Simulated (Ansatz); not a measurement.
Corundum (α-Al2O3), treated with BLYP (PAW; Ansatz, an electronic-structure program).

Settings: plane-wave cutoff 520 eV, 8×8×8 k mesh, Fermi–Dirac smearing 0.01 eV, scalar-relativistic PAW data made under PBE.

Shape and atoms are relaxed at each volume.

The direct gap at Γ against volume; x = 100 ln(V/8.904 Å³). One gap is withheld.

```tsv
V (Å³/atom)	x	gap (eV)
8.548	-4.08	6.396
8.726	-2.02	6.138
8.904	0.00	5.892
9.082	1.98	5.654
9.261	3.93	?
```

Fit a straight line to the rows shown, give the volume deformation potential and predict the withheld gap.

Means of the 4 rows: x̄ = -1.030, ȳ = 6.0200 eV. Σ(x − x̄)(y − ȳ) = -2.4971 and Σ(x − x̄)² = 20.404, so the slope is -0.1224 eV per unit of x, and dE_g/d ln V = -12.2 eV. At x = 3.93: 6.0200 + (-0.1224) × (3.93 − (-1.030)) = 5.413 eV. The run gives 5.422 eV, 0.009 eV above the line, as the curve bends the same way over all rows.

Note: the bulk modulus comes from volumes at which shape and atoms were relaxed.
